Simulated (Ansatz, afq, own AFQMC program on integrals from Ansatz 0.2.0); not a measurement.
## GaSiH₂, quartet → GaSiH₂, sextet

```xyz
4

Si    0.0000    0.0000    1.7384
Ga    0.0000    0.0000   -0.6618
H     0.0000   -1.4132   -1.3308
H     0.0000    1.4132   -1.3308
```

Connectivity, by distances: Si–GaH2.

E(sextet, charge +0) − E(quartet, charge +0) at this geometry, on UHF and UHF determinants.

Basis cc-pVDZ. Noble-gas cores (and the filled d shells of Ga–Kr and In–Xe) are frozen. Ansatz 0.2.0 and our own AFQMC program on the same integrals; the CISD trial comes from CCSD amplitudes, and released means the phaseless constraint is let go. ± is one standard error of the sampling. No spin–orbit coupling. The errors of all members are added in quadrature.

No full CI on the walks' own integrals is used here; CCSDT(Q) serves as the reference and is uncertain by about the last step of the cluster series. Each member takes its own surest rung, up to full CI.

Errors are counted within cc-pVDZ, not against nature.

Cautions: inner d shell frozen; no relativity below Rb; no spin-orbit coupling; GaSiH₂ (quartet): lower spins were not checked; GaSiH₂ (sextet): another spin lies lower, the search met a lower determinant of the same kind, perhaps of another symmetry (7 meV lower), and this one is a saddle point, unrestricted determinant slightly spin contaminated (⟨S²⟩ 8.82 against 8.75), the released energies are still falling, so no released level is given (meV from the phaseless value at times in 1/Eh: -6 ± 7 at 0.24, -9 ± 7 at 0.51, -17 ± 7 at 0.99, -24 ± 8 at 1.62, -38 ± 9 at 2.40), though the last usable value meets CCSDT(Q) within the noise, its ph-AFQMC/CISD value lies 47 ± 7 meV above CCSDT(Q); the upper state may be diffuse, so the gap hangs on the basis; core correlation is missing, and it shifts such a gap most where an s electron is promoted.

Reference (CCSDT(Q)): 5.765 eV.

```
        level  vertical spin gap (eV)  error against CCSDT(Q) (eV)
           HF                   5.538                       -0.226
          MP2                   5.825                        0.061
         CCSD                   5.774                        0.010
      CCSD(T)                   5.766                        0.002
        CCSDT                   5.766                        0.001
ph-AFQMC/CISD           5.822 ± 0.010                0.058 ± 0.010
```

Correlation beyond CCSD(T) changes it by less than 2 meV. The perturbative (T) step is worth −0.008 eV.

A walk keeps the symmetry of its determinant, which the program's search chose and which needn't be the lowest solution, so a lower state of the same spin and another symmetry isn't excluded.
